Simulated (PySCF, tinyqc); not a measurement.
Inside a calculation. Method: RHF in the sto-3g basis, for CH2, spin multiplicity 1. The lowest restricted solution is unstable here: a spin-polarised one lies 0.0327 hartree lower (PySCF). One step of it, computed by the program tinyqc.

Problem. Orthogonalisation. S = U s U^T; symmetric (Loewdin) form X = U s^(-1/2) U^T, so that X^T S X = 1.

overlap S:
```
           1C 1s     1C 2s    1C 2px     1C 2py    1C 2pz     2H 1s      3H 1s
1C 1s   1.000000  0.248362  0.000000   0.000000  0.000000  0.027772   0.027772
1C 2s   0.248362  1.000000  0.000000   0.000000  0.000000  0.310024   0.310024
1C 2px  0.000000  0.000000  1.000000   0.000000  0.000000  0.000000   0.000000
1C 2py  0.000000  0.000000  0.000000   1.000000  0.000000  0.300840  -0.300840
1C 2pz  0.000000  0.000000  0.000000   0.000000  1.000000  0.144523   0.144523
2H 1s   0.027772  0.310024  0.000000   0.300840  0.144523  1.000000   0.040792
3H 1s   0.027772  0.310024  0.000000  -0.300840  0.144523  0.040792   1.000000
```

Give: eigenvalues of S; X.

Solution.

eigenvalues of S: 0.495  0.554  0.893  1.000  1.084  1.406  1.568

X:
```
         1C 1s   1C 2s  1C 2px  1C 2py  1C 2pz   2H 1s   3H 1s
1C 1s    1.026  -0.140   0.000   0.000  -0.005   0.019   0.019
1C 2s   -0.140   1.113   0.000   0.000   0.040  -0.181  -0.181
1C 2px   0.000   0.000   1.000   0.000   0.000   0.000   0.000
1C 2py   0.000   0.000   0.000   1.082   0.000  -0.177   0.177
1C 2pz  -0.005   0.040   0.000   0.000   1.018  -0.082  -0.082
2H 1s    0.019  -0.181   0.000  -0.177  -0.082   1.093  -0.013
3H 1s    0.019  -0.181   0.000   0.177  -0.082  -0.013   1.093
```
